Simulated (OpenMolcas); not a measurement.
**SiNH3 (SMILES N[SiH]), step by step**

We compute the energy (UHF/STO-3G), then the energy (CASSCF(2,2)/STO-3G), then the energy (CASPT2(2,2)/STO-3G), then the energy (SC-NEVPT2(2,2)/STO-3G), then a single-point energy (MRCI(2,2)/STO-3G) of SiNH3. 

Program for the calculation: OpenMolcas 26.06.

## Step 1: Starting point

SiNH3: 5 atoms, total charge 0, spin state singlet. SMILES: `N[SiH]`. The Si2–H5 distance was set to 2.614 Å, away from the relaxed value. At this shape a bond of the SMILES string is far longer than usual.

Bond lengths: N1–Si2 1.713 Å, N1–H3 1.011 Å, N1–H4 1.006 Å. Angles: Si2–N1–H3 126.2°, Si2–N1–H4 122.7°, H3–N1–H4 111.2°.

## Step 2: A single-point energy at UHF/STO-3G (run 1)

Input file step1.input:

```
&GATEWAY
  BasLib
  $CurrDir
  BasisSet
  N.STO-3G....
  N1 -1.129862 -0.562528 0.868402 angstrom
  End of Basis
  BasisSet
  Si.STO-3G....
  Si2 -0.825732 1.101762 1.135192 angstrom
  End of Basis
  BasisSet
  H.STO-3G....
  H3 -0.642112 -1.160798 0.216262 angstrom
  H4 -1.840692 -1.070828 1.366182 angstrom
  H5 1.113660 1.319360 -0.604190 angstrom
  End of Basis

&SEWARD

&SCF
  UHF
  Scramble
  0.25
  PrOrbitals
  1 1
```

The basis set STO-3G is read from a file made from the Basis Set Exchange's data (not shown).

Run with:

```bash
$ export MOLCAS_MEM=1860
$ pymolcas step1.input > step1.log
```

Output:

```text
--- Start Module: gateway ---
[...]
--- Stop Module: gateway /rc=_RC_ALL_IS_WELL_ ---
--- Start Module: seward ---
[...]
      Basis functions           17
--- Stop Module: seward /rc=_RC_ALL_IS_WELL_ ---
--- Start Module: scf ---
[...]
       Convergence after  27 Iterations
[...]
::    Total SCF energy                               -340.9135305122
[...]
      Total spin, S                                     0.5603479107
[...]
      Total electronic charge=   24.000000
      Total            charge=   -0.000000
[...]
      Dipole Moment (debye):
      Origin of the operator (angstrom)=   -0.8955    0.4895    0.9978
                   X= -5.6197E-01               Y= -7.2172E-01               Z=  2.9119E-01           Total=  9.5993E-01
      Quadrupole Moment (debye*angstrom):
[...]
--- Stop Module: scf /rc=_RC_ALL_IS_WELL_ ---
[...]
```

It took 2 s on 1 thread of Arm Neoverse V1, shared host; peak memory 0.37 GiB.

## Step 3: A single-point energy at CASSCF(2,2)/STO-3G (run 2)

Input file step2.input:

```
&GATEWAY
 BasLib=$CurrDir
 BasisSet
 N.STO-3G....
 N1 -1.129862 -0.562528 0.868402 angstrom
 End of Basis
 BasisSet
 Si.STO-3G....
 Si2 -0.825732 1.101762 1.135192 angstrom
 End of Basis
 BasisSet
 H.STO-3G....
 H3 -0.642112 -1.160798 0.216262 angstrom
 H4 -1.840692 -1.070828 1.366182 angstrom
 H5 1.113660 1.319360 -0.604190 angstrom
 End of Basis

&SEWARD

&RASSCF
 FileOrb=$CurrDir/step1.UnaOrb
 Spin=1
 Nactel=2 0 0
 Inactive=11
 Ras2=2
 OrbListing=Nothing
```

The basis set STO-3G is read from a file made from the Basis Set Exchange's data (not shown).

Run with:

```bash
$ export MOLCAS_MEM=1860
$ pymolcas step2.input > step2.log
```

Output:

```text
--- Start Module: gateway ---
[...]
--- Stop Module: gateway /rc=_RC_ALL_IS_WELL_ ---
--- Start Module: seward ---
[...]
      Basis functions           17
--- Stop Module: seward /rc=_RC_ALL_IS_WELL_ ---
--- Start Module: rasscf ---
[...]
      Number of active orbitals                  2
[...]
      Spin quantum number                      0.0
[...]
      Active orbitals                            2
[...]
      Number of CSFs                             3
[...]
      Number of root(s) required                 1
[...]
      Convergence after  8 iterations
[...]
      printout of CI-coefficients larger than  0.05 for root  1
      energy=    -340.930063
      conf/sym  11     Coeff  Weight
             1  20  -0.89274 0.79699
             3  02   0.45057 0.20301
      Natural orbitals and occupation numbers for root  1
      sym 1:   1.593976   0.406024
      ************************************************************************************************************************
      *                                                    Final results                                                     *
[...]
::    RASSCF root number  1 Total energy:   -340.93006318
[...]
      Total electronic charge=   24.000000
      Total            charge=   -0.000000
[...]
      Dipole Moment (debye):
      Origin of the operator (angstrom)=   -0.8955    0.4895    0.9978
                   X= -7.3203E-01               Y= -7.9514E-01               Z=  4.2571E-01           Total=  1.1616E+00
      Quadrupole Moment (debye*angstrom):
[...]
--- Stop Module: rasscf /rc=_RC_ALL_IS_WELL_ ---
[...]
```

It took 1.6 s on 1 thread of Arm Neoverse V1, shared host; peak memory 0.37 GiB.

## Step 4: The energy at CASPT2(2,2)/STO-3G (run 3)

Input file step3.input:

```
* H3NSi CASPT2

&GATEWAY
  BasLib
  $CurrDir
  BasisSet
  N.STO-3G....
  N1 -1.129862 -0.562528 0.868402 angstrom
  End of Basis
  BasisSet
  Si.STO-3G....
  Si2 -0.825732 1.101762 1.135192 angstrom
  End of Basis
  BasisSet
  H.STO-3G....
  H3 -0.642112 -1.160798 0.216262 angstrom
  H4 -1.840692 -1.070828 1.366182 angstrom
  H5 1.113660 1.319360 -0.604190 angstrom
  End of Basis

&SEWARD

&RASSCF
  FileOrb
  $CurrDir/step2.RasOrb
  Spin
  1
  Nactel
  2 0 0
  Inactive
  11
  Ras2
  2
  OrbListing
  Nothing

&CASPT2
  Imaginary
  0.1
  Frozen
  6
```

The basis set STO-3G is read from a file made from the Basis Set Exchange's data (not shown).

Run with:

```bash
$ export MOLCAS_MEM=1860
$ pymolcas step3.input > step3.log
```

Output:

```text
--- Start Module: gateway ---
[...]
--- Stop Module: gateway /rc=_RC_ALL_IS_WELL_ ---
[...]
      Basis functions           17
[...]
--- Start Module: rasscf ---
[...]
      Number of active orbitals                  2
[...]
      Spin quantum number                      0.0
[...]
      Active orbitals                            2
[...]
      Number of CSFs                             3
[...]
      Number of root(s) required                 1
[...]
      Convergence after  4 iterations
[...]
      printout of CI-coefficients larger than  0.05 for root  1
      energy=    -340.930063
      conf/sym  11     Coeff  Weight
             1  20  -0.89274 0.79699
             3  02   0.45057 0.20301
      Natural orbitals and occupation numbers for root  1
      sym 1:   1.593975   0.406025
      ************************************************************************************************************************
      *                                                    Final results                                                     *
[...]
::    RASSCF root number  1 Total energy:   -340.93006318
[...]
      Total electronic charge=   24.000000
      Total            charge=   -0.000000
[...]
      Dipole Moment (debye):
      Origin of the operator (angstrom)=   -0.8955    0.4895    0.9978
                   X= -7.3203E-01               Y= -7.9512E-01               Z=  4.2571E-01           Total=  1.1616E+00
      Quadrupole Moment (debye*angstrom):
[...]
--- Stop Module: rasscf /rc=_RC_ALL_IS_WELL_ ---
--- Start Module: caspt2 ---
[...]
 ###    WARNING: User changed nr of frozen orbitals.                         ###
 ###############################################################################
[...]
      E2 (Variational):          -0.0708996637
      Total energy:            -341.0009628397
[...]
      Reference weight:           0.96624
[...]
::    CASPT2 Root  1     Total energy:   -341.00096284
[...]
--- Stop Module: caspt2 /rc=_RC_ALL_IS_WELL_ ---
[...]
```

It took 1.7 s on 1 thread of Arm Neoverse V1, shared host; peak memory 0.37 GiB.

## Step 5: A single-point energy at SC-NEVPT2(2,2)/STO-3G (run 4)

Input file step4.inp:

```
>>> EXPORT MOLCAS_PRINT=2
&GATEWAY
BasLib = $CurrDir
BasisSet
N.STO-3G....
N1 -1.129862 -0.562528 0.868402 angstrom
End of Basis
BasisSet
Si.STO-3G....
Si2 -0.825732 1.101762 1.135192 angstrom
End of Basis
BasisSet
H.STO-3G....
H3 -0.642112 -1.160798 0.216262 angstrom
H4 -1.840692 -1.070828 1.366182 angstrom
H5 1.113660 1.319360 -0.604190 angstrom
End of Basis
&SEWARD
&RASSCF
FileOrb = $CurrDir/step2.RasOrb
Spin = 1
Nactel = 2 0 0
Inactive = 11
Ras2 = 2
OrbListing = Nothing
&CASPT2
SC-NEVPT2
Frozen = 6
```

The basis set STO-3G is read from a file made from the Basis Set Exchange's data (not shown).

Run with:

```bash
$ export MOLCAS_MEM=1860
$ pymolcas step4.inp > step4.log
```

Output:

```text
--- Start Module: gateway ---
[...]
--- Stop Module: gateway /rc=_RC_ALL_IS_WELL_ ---
[...]
      Basis functions           17
[...]
--- Start Module: rasscf ---
[...]
      Number of active orbitals                  2
[...]
      Spin quantum number                      0.0
[...]
      Active orbitals                            2
[...]
      Number of CSFs                             3
[...]
      Number of root(s) required                 1
[...]
      Convergence after  4 iterations
[...]
      printout of CI-coefficients larger than  0.05 for root  1
      energy=    -340.930063
      conf/sym  11     Coeff  Weight
             1  20  -0.89274 0.79699
             3  02   0.45057 0.20301
      Natural orbitals and occupation numbers for root  1
      sym 1:   1.593975   0.406025
      ************************************************************************************************************************
      *                                                    Final results                                                     *
[...]
::    RASSCF root number  1 Total energy:   -340.93006318
[...]
      Total electronic charge=   24.000000
      Total            charge=   -0.000000
[...]
      Dipole Moment (debye):
      Origin of the operator (angstrom)=   -0.8955    0.4895    0.9978
                   X= -7.3203E-01               Y= -7.9512E-01               Z=  4.2571E-01           Total=  1.1616E+00
      Quadrupole Moment (debye*angstrom):
[...]
--- Stop Module: rasscf /rc=_RC_ALL_IS_WELL_ ---
--- Start Module: caspt2 ---
[...]
 ###    WARNING: User changed nr of frozen orbitals.                         ###
 ###############################################################################
[...]
      E2 (Variational):          -0.0706696534
[...]
      E2 (Variational):          -0.0706440681
      Total energy:            -341.0007072441
[...]
      Reference weight:           0.96637
[...]
::    SC-NEVPT2 Root  1     Total energy:   -341.00070724
[...]
--- Stop Module: caspt2 /rc=_RC_ALL_IS_WELL_ ---
[...]
```

Wall time 1.6 s (1 thread of Arm Neoverse V1, shared host); peak memory 0.37 GiB.

## Step 6: A single-point energy at MRCI(2,2)/STO-3G (run 5)

Input file step5.inp:

```
>>> EXPORT MOLCAS_PRINT=2

&GATEWAY
 BasLib
 $CurrDir
 BasisSet
 N.STO-3G....
 N1 -1.129862 -0.562528 0.868402 angstrom
 End of Basis
 BasisSet
 Si.STO-3G....
 Si2 -0.825732 1.101762 1.135192 angstrom
 End of Basis
 BasisSet
 H.STO-3G....
 H3 -0.642112 -1.160798 0.216262 angstrom
 H4 -1.840692 -1.070828 1.366182 angstrom
 H5 1.113660 1.319360 -0.604190 angstrom
 End of Basis

&SEWARD

&RASSCF
 FileOrb
 $CurrDir/step2.RasOrb
 Spin
 1
 Nactel
 2 0 0
 Inactive
 11
 Ras2
 2
 OrbListing
 Nothing

&MOTRA
 LumOrb
 Frozen
 6

&GUGA
 Electrons
 12
 Spin
 1
 Inactive
 5
 Active
 2
 CIAll
 1

&MRCI
 SDCI
```

The basis set STO-3G is read from a file made from the Basis Set Exchange's data (not shown).

Run with:

```bash
$ export MOLCAS_MEM=1860
$ pymolcas step5.inp > step5.log
```

Output:

```text
--- Start Module: gateway ---
[...]
--- Stop Module: gateway /rc=_RC_ALL_IS_WELL_ ---
[...]
      Basis functions           17
[...]
      Number of active orbitals                  2
[...]
      Spin quantum number                      0.0
[...]
      Active orbitals                            2
[...]
      Number of CSFs                             3
[...]
      Number of root(s) required                 1
[...]
      Convergence after  4 iterations
[...]
      printout of CI-coefficients larger than  0.05 for root  1
      energy=    -340.930063
      conf/sym  11     Coeff  Weight
             1  20  -0.89274 0.79699
             3  02   0.45057 0.20301
      Natural orbitals and occupation numbers for root  1
      sym 1:   1.593975   0.406025
      ************************************************************************************************************************
      *                                                    Final results                                                     *
[...]
::    RASSCF root number  1 Total energy:   -340.93006318
[...]
      Dipole Moment (debye):
      Origin of the operator (angstrom)=   -0.8955    0.4895    0.9978
                   X= -7.3203E-01               Y= -7.9512E-01               Z=  4.2571E-01           Total=  1.1616E+00
      Quadrupole Moment (debye*angstrom):
[...]
      *** WARNING: Default frozen orbitals is overwritten by user input.
      *** Default values:   3
[...]
--- Start Module: guga ---
[...]
--- Stop Module: guga /rc=_RC_ALL_IS_WELL_ ---
--- Start Module: mrci ---
[...]
       (But an ACPF correction will be computed)
       USE THE DEFAULT ACPF G-VALUE GFAC=  0.16666666666666666
[...]
                      CI ENERGY:  -341.01780927
[...]
                ACPF CORRECTION:    -0.00481115
[...]
      Total electronic charge=   24.000000
      Total            charge=   -0.000000
[...]
     ACPF CORRECTION:     -0.00481115
[...]
  CI State   1     Total energy:   -341.01780927     QDav:     -0.00583739     QACPF:     -0.00481115
[...]
--- Stop Module: mrci /rc=_RC_ALL_IS_WELL_ ---
[...]
```

Wall time 1.8 s (1 thread of Arm Neoverse V1, shared host); peak memory 0.37 GiB.

## Step 7: Outcome

| quantity | value |
| --- | --- |
| run 1, UHF/STO-3G: total energy | -340.91353 Eh |
| run 1, UHF/STO-3G: dipole moment | 0.96 D |
| run 1, UHF/STO-3G: HOMO energy | -3.93 eV |
| run 1, UHF/STO-3G: LUMO energy | 7.44 eV |
| run 1, UHF/STO-3G: HOMO–LUMO gap | 11.37 eV |
| run 1, UHF/STO-3G: ⟨S²⟩ | 0.874 |
| run 2, CASSCF(2,2)/STO-3G: total energy | -340.93006 Eh |
| run 2, CASSCF(2,2)/STO-3G: dipole moment (CASSCF density) | 1.16 D |
| run 3, CASPT2(2,2)/STO-3G: total energy | -341.00096 Eh |
| run 3, CASPT2(2,2)/STO-3G: dipole moment (CASSCF density) | 1.16 D |
| run 4, SC-NEVPT2(2,2)/STO-3G: total energy | -341.00071 Eh |
| run 4, SC-NEVPT2(2,2)/STO-3G: dipole moment (CASSCF density) | 1.16 D |
| run 5, MRCI(2,2)/STO-3G: total energy | -341.01781 Eh |
| run 5, MRCI(2,2)/STO-3G: dipole moment (CASSCF density) | 1.16 D |

**Reading.** ⟨S²⟩ (run 1, UHF/STO-3G) is 0.87 where a pure singlet has 0.00: the reference is spin-contaminated. Mulliken charges (run 1, UHF/STO-3G) run from -0.62 on N1 to +0.40 on Si2; they depend strongly on the basis. Mulliken charges (run 3, CASPT2(2,2)/STO-3G) of the CASSCF density run from -0.62 on N1 to +0.42 on Si2. Mulliken charges (run 4, SC-NEVPT2(2,2)/STO-3G) of the CASSCF density run from -0.62 on N1 to +0.42 on Si2; they depend strongly on the basis.
